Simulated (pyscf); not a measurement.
Single points on ωB97X-D3(BJ)/def2-SVP structures (PySCF, gas phase).

Question: Estimate the classical barrier height and the reaction energy of H₃C–Te–TeH (SMILES C[Te][TeH]) + H₂ (SMILES [H][H]) -> H₃C–TeH (SMILES C[TeH]) + TeH₂ (SMILES [TeH2]) at ωB97M-D3(BJ)/def2-TZVP. The step runs on the singlet surface, breaks Te–Te, H–H and forms H–Te, H–Te; take the separated reactants as zero.

Answer: ΔE‡ = 68.3 kcal/mol, ΔE = +10.3 kcal/mol. Zero-point energy shifts the barrier by +0.4 kcal/mol. It is a four-centre exchange, with an imaginary mode of 2322i cm⁻¹. On the product side the descent ends in a complex (not fully relaxed), 4.7 kcal/mol under the separated species and 58.0 kcal/mol under the saddle at ωB97X-D3(BJ)/def2-TZVP. At ωB97X-D3(BJ)/def2-TZVP the barrier from the zero used here is 73.3 kcal/mol. The same reactants have a lower exit, to H₃C–Te• + TeH• + H₂ (no saddle counted: cutting one bond costs +46.4 kcal/mol at ωB97M-D3(BJ)/def2-TZVP, against +68.3 kcal/mol here). One saddle was located; it need not be the lowest between these sides. A restricted solution here is unstable towards spin polarisation, so biradical character is likely and single-reference numbers are less safe. Elements past Kr carry the def2 core potentials, without spin-orbit coupling.
